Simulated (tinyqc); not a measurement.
Inside a calculation. Method: UHF in the sto-3g basis, for HF, spin multiplicity 1. This run ends on a higher stationary point, not on the lowest solution. One step of it, computed by the program tinyqc.

Task: Iteration 1: building the Fock matrix. J_ij = sum D_kl (ij|kl) with D = D(alpha) + D(beta), K_ij = sum D_kl (ik|jl) for each spin; F = H + J - K(s); E = tr D H + tr D J / 2 - 0.5 sum_s tr D(s) K(s) + E_nn.

D(alpha) at the start, order 1F 1s, 1F 2s, 1F 2px, 1F 2py, 1F 2pz, 2H 1s:
$$\begin{pmatrix}
1.060322 & -0.253795 & 0.002087 & 0.000606 & -0.001537 & 0.009461 \\
-0.253795 & 1.067784 & -0.015807 & -0.004592 & 0.008182 & -0.040321 \\
0.002087 & -0.015807 & 0.963602 & -0.010573 & -0.012285 & 0.189112 \\
0.000606 & -0.004592 & -0.010573 & 0.996928 & -0.003569 & 0.054936 \\
-0.001537 & 0.008182 & -0.012285 & -0.003569 & 1.008361 & -0.049472 \\
0.009461 & -0.040321 & 0.189112 & 0.054936 & -0.049472 & 0.043805
\end{pmatrix}$$

D(beta) at the start, order 1F 1s, 1F 2s, 1F 2px, 1F 2py, 1F 2pz, 2H 1s:
$$\begin{pmatrix}
1.060322 & -0.253795 & -0.002087 & -0.000606 & -0.001537 & 0.009461 \\
-0.253795 & 1.067784 & 0.015807 & 0.004592 & 0.008182 & -0.040321 \\
-0.002087 & 0.015807 & 0.963602 & -0.010573 & 0.012285 & -0.189112 \\
-0.000606 & 0.004592 & -0.010573 & 0.996928 & 0.003569 & -0.054936 \\
-0.001537 & 0.008182 & 0.012285 & 0.003569 & 1.008361 & -0.049472 \\
0.009461 & -0.040321 & -0.189112 & -0.054936 & -0.049472 & 0.043805
\end{pmatrix}$$

core Hamiltonian H = T + V (hartree), order 1F 1s, 1F 2s, 1F 2px, 1F 2py, 1F 2pz, 2H 1s:
$$\begin{pmatrix}
-40.339989 & -9.464630 & 0.000000 & 0.000000 & -0.004486 & -0.345313 \\
-9.464630 & -10.818186 & 0.000000 & 0.000000 & -0.056127 & -0.912106 \\
0.000000 & 0.000000 & -8.508548 & 0.000000 & 0.000000 & 0.000000 \\
0.000000 & 0.000000 & 0.000000 & -8.508548 & 0.000000 & 0.000000 \\
-0.004486 & -0.056127 & 0.000000 & 0.000000 & -8.530223 & -0.705615 \\
-0.345313 & -0.912106 & 0.000000 & 0.000000 & -0.705615 & -3.296308
\end{pmatrix}$$

Two-electron integrals (ij|kl) in chemists' order, unique and non-zero (hartree):
```
(11|11) 5.403501   (21|11) 0.841920   (21|21) 0.156299   (22|11) 1.268028
(22|21) 0.292344   (22|22) 0.926167   (31|31) 0.027998   (32|31) 0.043169
(32|32) 0.204588   (33|11) 1.264502   (33|21) 0.292403   (33|22) 0.925959
(33|33) 0.997514   (41|41) 0.027998   (42|41) 0.043169   (42|42) 0.204588
(43|43) 0.053770   (44|11) 1.264502   (44|21) 0.292403   (44|22) 0.925959
(44|33) 0.889973   (44|44) 0.997514   (51|51) 0.027998   (52|51) 0.043169
(52|52) 0.204588   (53|53) 0.053770   (54|54) 0.053770   (55|11) 1.264502
(55|21) 0.292403   (55|22) 0.925959   (55|33) 0.889973   (55|44) 0.889973
(55|55) 0.997514   (61|11) 0.030835   (61|21) 0.005679   (61|22) 0.010566
(61|33) 0.010555   (61|44) 0.010555   (61|51) 0.000212   (61|52) 0.000402
(61|55) 0.010591   (61|61) 0.000208   (62|11) 0.092594   (62|21) 0.021697
(62|22) 0.078712   (62|33) 0.077615   (62|44) 0.077615   (62|51) 0.001428
(62|52) 0.012148   (62|55) 0.080825   (62|61) 0.000799   (62|62) 0.008961
(63|31) 0.002093   (63|32) 0.013150   (63|53) 0.002473   (63|63) 0.001253
(64|41) 0.002093   (64|42) 0.013150   (64|54) 0.002473   (64|64) 0.001253
(65|11) 0.070568   (65|21) 0.016730   (65|22) 0.065157   (65|33) 0.062695
(65|44) 0.062695   (65|51) 0.002956   (65|52) 0.021808   (65|55) 0.070009
(65|61) 0.000635   (65|62) 0.009149   (65|65) 0.010515   (66|11) 0.314393
(66|21) 0.074810   (66|22) 0.313482   (66|33) 0.306922   (66|44) 0.306922
(66|51) 0.004408   (66|52) 0.054247   (66|55) 0.326520   (66|61) 0.002752
(66|62) 0.050273   (66|65) 0.060892   (66|66) 0.774606
```

nuclear repulsion = 2.83487792 hartree

Give: Coulomb J; exchange K(alpha); exchange K(beta); F(alpha); F(beta); total energy of this density.

Result:

Coulomb J (hartree), order 1F 1s, 1F 2s, 1F 2px, 1F 2py, 1F 2pz, 2H 1s:
$$\begin{pmatrix}
20.8203 & 3.9872 & 0.0000 & 0.0000 & 0.0008 & 0.1449 \\
3.9872 & 9.8706 & 0.0000 & 0.0000 & 0.0049 & 0.8113 \\
0.0000 & 0.0000 & 9.8562 & -0.0023 & 0.0000 & 0.0000 \\
0.0000 & 0.0000 & -0.0023 & 9.8634 & 0.0000 & 0.0000 \\
0.0008 & 0.0049 & 0.0000 & 0.0000 & 9.8656 & 0.6613 \\
0.1449 & 0.8113 & 0.0000 & 0.0000 & 0.6613 & 3.1718
\end{pmatrix}$$

exchange K(alpha) (hartree), order 1F 1s, 1F 2s, 1F 2px, 1F 2py, 1F 2pz, 2H 1s:
$$\begin{pmatrix}
5.5522 & 0.9711 & -0.0002 & -0.0001 & 0.0001 & 0.0378 \\
0.9711 & 1.6069 & 0.0000 & 0.0000 & 0.0011 & 0.1170 \\
-0.0002 & 0.0000 & 1.2941 & -0.0100 & 0.0007 & 0.0561 \\
-0.0001 & 0.0000 & -0.0100 & 1.3255 & 0.0002 & 0.0163 \\
0.0001 & 0.0011 & 0.0007 & 0.0002 & 1.3293 & 0.0725 \\
0.0378 & 0.1170 & 0.0561 & 0.0163 & 0.0725 & 0.0465
\end{pmatrix}$$

exchange K(beta) (hartree), order 1F 1s, 1F 2s, 1F 2px, 1F 2py, 1F 2pz, 2H 1s:
$$\begin{pmatrix}
5.5522 & 0.9711 & 0.0002 & 0.0001 & 0.0001 & 0.0378 \\
0.9711 & 1.6069 & 0.0000 & 0.0000 & 0.0011 & 0.1170 \\
0.0002 & 0.0000 & 1.2941 & -0.0100 & -0.0007 & -0.0561 \\
0.0001 & 0.0000 & -0.0100 & 1.3255 & -0.0002 & -0.0163 \\
0.0001 & 0.0011 & -0.0007 & -0.0002 & 1.3293 & 0.0725 \\
0.0378 & 0.1170 & -0.0561 & -0.0163 & 0.0725 & 0.0465
\end{pmatrix}$$

F(alpha) (hartree), order 1F 1s, 1F 2s, 1F 2px, 1F 2py, 1F 2pz, 2H 1s:
$$\begin{pmatrix}
-25.0719 & -6.4485 & 0.0002 & 0.0001 & -0.0038 & -0.2382 \\
-6.4485 & -2.5546 & 0.0000 & 0.0000 & -0.0523 & -0.2178 \\
0.0002 & 0.0000 & 0.0536 & 0.0077 & -0.0007 & -0.0561 \\
0.0001 & 0.0000 & 0.0077 & 0.0294 & -0.0002 & -0.0163 \\
-0.0038 & -0.0523 & -0.0007 & -0.0002 & 0.0061 & -0.1168 \\
-0.2382 & -0.2178 & -0.0561 & -0.0163 & -0.1168 & -0.1711
\end{pmatrix}$$

F(beta) (hartree), order 1F 1s, 1F 2s, 1F 2px, 1F 2py, 1F 2pz, 2H 1s:
$$\begin{pmatrix}
-25.0719 & -6.4485 & -0.0002 & -0.0001 & -0.0038 & -0.2382 \\
-6.4485 & -2.5546 & 0.0000 & 0.0000 & -0.0523 & -0.2178 \\
-0.0002 & 0.0000 & 0.0536 & 0.0077 & 0.0007 & 0.0561 \\
-0.0001 & 0.0000 & 0.0077 & 0.0294 & 0.0002 & 0.0163 \\
-0.0038 & -0.0523 & 0.0007 & 0.0002 & 0.0061 & -0.1168 \\
-0.2382 & -0.2178 & 0.0561 & 0.0163 & -0.1168 & -0.1711
\end{pmatrix}$$

total energy of this density = -97.935679 hartree
